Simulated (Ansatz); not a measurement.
# CHClF2: the cost of one run

Computed with Ansatz 0.2.0 (the levels named in each step, unless a step's input says otherwise).

**1. Starting point**

Bond lengths: F1–C2 1.335 Å, C2–F3 1.334 Å, C2–Cl4 1.778 Å, C2–H5 1.100 Å. Angles: F1–C2–F3 107.5°, F1–C2–Cl4 109.8°, F1–C2–H5 109.6°, F3–C2–Cl4 109.9°, F3–C2–H5 109.6°, Cl4–C2–H5 110.4°.

Structure file:

```xyz
5

F    -0.9371    1.1457   -0.2536
C    -0.4756    0.0478    0.3487
F    -1.1055   -0.9987   -0.1886
Cl    1.2755   -0.0976    0.0783
H    -0.6948    0.0974    1.4256
```

**2. A rough first relaxation, PBE-D4/def2-SVP**

This run stands in another session on the same molecule. It ended at:

```xyz
5

F    -0.9407    1.1625   -0.2591
C    -0.4865    0.0485    0.3411
F    -1.1115   -1.0151   -0.1933
Cl    1.2813   -0.0979    0.0874
H    -0.6801    0.0967    1.4342
```

**3. Relaxation, r2SCAN-D4/def2-TZVPP**

Contents of input.yaml:

```yaml
crystal:
  periodic: [false, false, false]
  atoms:
    - { symbol: F, position_ang: [-0.94066506, 1.16245478, -0.25908216] }
    - { symbol: C, position_ang: [-0.48647542, 0.04847004, 0.34105801] }
    - { symbol: F, position_ang: [-1.11154595, -1.01509929, -0.19326661] }
    - { symbol: Cl, position_ang: [1.28131581, -0.09791909, 0.08741521] }
    - { symbol: H, position_ang: [-0.68014938, 0.09671356, 1.43417555] }
basis:
  gaussian: { orbitals: def2-TZVPP }
hamiltonian:
  xc: r2scan
  dispersion: d4
relax:
  f_tol: 0.002
  max_steps: 150
```

On the command line:

```
$ ansatz run input.yaml --threads 4 --pin off --max-ram 10240MiB --backend cpu --events-out ev --progress --plain --runs-dir out
```

Q: Estimate wall time and peak memory on 4 threads of Intel Xeon Platinum 8375C at 2.90GHz (Ice Lake), shared host.

About 9.7 s, with a peak of 0.28 GiB.
